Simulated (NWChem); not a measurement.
Molecule: phenol (C$_{6}$H$_{6}$O); SMILES Oc1ccccc1

```xyz
13

O     -0.0738    -2.2975     0.0000
C     -0.0127    -0.9488     0.0000
C     -1.2195    -0.2400     0.0000
C     -1.2054     1.1507     0.0000
C      0.0010     1.8538     0.0000
C      1.2001     1.1444     0.0000
C      1.1988    -0.2495     0.0000
H      0.8201    -2.6556     0.0000
H     -2.1557    -0.8019     0.0000
H     -2.1537     1.6942     0.0000
H      0.0050     2.9457     0.0000
H      2.1540     1.6781     0.0000
H      2.1444    -0.8016     0.0000
```
Atoms are numbered in this order, from 1.

Results from NWChem. Pople sets run with spherical d functions. All runs use the structure optimised with PBE0/def2-SVP. Level: PBE/6-31G* with COSMO at NWChem's default radii, gas-phase geometry; the question gives the dielectric constant.

Estimate the computed values for dielectric constant 2.0. Quantities: electrostatic solvation energy (kcal/mol); dipole in solution (D).


- electrostatic solvation energy (kcal/mol): -3.1
- dipole in solution (D): 1.59
